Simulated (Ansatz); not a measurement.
CCSD(T) against full CI for several species

Each species is computed at the geometry given (Å), with frozen cores, in Ansatz 0.2.0: RHF-CCSD(T) for singlets, UHF-CCSD(T) otherwise, and full CI in the same basis. The program picks the determinant by trial CCSD, so it needn't be the lowest Hartree–Fock solution. States: AlH4⁺ A, SiH⁺ Π, Si–BH2⁺ B1. Cases whose determinant has another symmetry than full CI's state, or whose (Q) step broke down, weren't drawn.

Judging by size, spin and bonding and the diagnostics given, rank them by the size of CCSD(T)'s error in total energy against full CI in the same basis, smallest first (an estimate).
A. AlH4⁺, triplet, 6-31G: Al -0.060 0.000 -0.133; H 0.449 0.002 1.986; H -0.317 -0.009 1.956; H 0.733 1.383 -0.189; H 0.738 -1.380 -0.199. T1 0.022, (T) -14 meV in a correlation energy of -1.76 eV
B. Si–BH₂⁺, triplet, 6-31G: Si 0.000 0.000 0.650; B 0.000 0.000 -1.343; H 0.000 -1.076 -1.854; H 0.000 1.076 -1.854. T1 0.034, (T) -68 meV in a correlation energy of -2.63 eV
C. SiH⁺, triplet, cc-pVQZ: Si 0.000 0.000 0.000; H 0.000 0.000 1.418. T1 0.027, (T) -51 meV in a correlation energy of -1.88 eV

A (6.4 meV), C (14.5 meV), B (28.7 meV).

| species | basis | correlated electrons | CCSD(T) − full CI (meV) | CCSDT(Q) − full CI (meV) | unpaired electrons (full CI) | T1 | ⟨S²⟩ of the determinant |
| --- | --- | --- | --- | --- | --- | --- | --- |
| AlH4⁺, triplet | 6-31G | 6 | 6.4 | -0.5 | 2.04 | 0.022 | 2.07 |
| SiH⁺, triplet | cc-pVQZ | 4 | 14.5 | -1.8 | 2.02 | 0.027 | 2.01 |
| Si–BH2⁺, triplet | 6-31G | 8 | 28.7 | 0.2 | 2.04 | 0.034 | 2.01 |

Unpaired electrons are Σ n²(2−n)² over natural occupations; an open shell counts its own unpaired electrons too. Frozen cores follow each run's orbitals, which moves totals by a few meV.
